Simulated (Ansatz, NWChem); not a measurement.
## Worked example: the enthalpy of formation of SF2 (sulfur difluoride)

The species is SF2 (3 atoms), meant as a singlet with charge 0. As SMILES, `FSF`. The shape is that of a PBE0-D4/def2-TZVP optimisation.

```tsv
atom	x (Å)	y (Å)	z (Å)
F	0.4401	1.1164	0.3654
S	-0.6020	0.1265	-0.3152
F	0.1618	-1.2430	-0.0502
```

Total energies at B3LYP/def2-TZVP (NWChem 7.3.0); the atoms run unrestricted:

| species | state | energy (Eh) |
| --- | --- | --- |
| SF2 | singlet | -597.946940 |
| F | doublet | -99.770150 |
| S | triplet | -398.132374 |

Harmonic wavenumbers at PBE0-D4/def2-TZVP, in cm⁻¹: 355, 834, 862.

Measured heats of formation of the gaseous atoms at 298.15 K, in kJ/mol: F 79.4, S 277.0. Spin-orbit lowering of the atoms at 298 K (mean of the ground term's levels less their thermal mean, from spectra), in kJ/mol: F 1.29, S 1.88. Take 1 Eh = 2625.50 kJ/mol, 1 cm⁻¹ = 0.0119627 kJ/mol, RT = 2.479 kJ/mol.

**Question.** Work out the heat of formation of the gas at 298 K.

**Answer.** 
1. Electronic atomisation energy: 2 × (-99.770150) + (-398.132374) − (-597.946940) = 0.274266 Eh = 720.1 kJ/mol.
2. Zero-point energy: half the sum of the wavenumbers, 1025.5 cm⁻¹ = 12.3 kJ/mol.
3. Thermal vibrational enthalpy, Σ hcν̃/(exp(hcν̃/kT) − 1): 1.3 kJ/mol. Translation, rotation and pV of a non-linear molecule: 4 RT = 9.9 kJ/mol.
4. The 3 free atoms carry 5/2 RT each: 18.6 kJ/mol.
5. Spin-orbit coupling lowers the free atoms by 2 × 1.29 + 1.88 = 4.5 kJ/mol.
6. Atomisation enthalpy at 298 K: 720.1 − 4.5 − 12.3 − 1.3 − 9.9 + 18.6 = 710.7 kJ/mol.
7. Sum of the atoms' heats of formation: 435.8 kJ/mol. Heat of formation: 435.8 − 710.7 = -274.9 kJ/mol.

The tabulated value is -296.6 kJ/mol (NIST-JANAF tables), so this level is off by +21.7 kJ/mol, or 3.0 % of the atomisation enthalpy that the table implies (732.4 kJ/mol). Anharmonicity and any spin-orbit splitting of the molecule are left out.
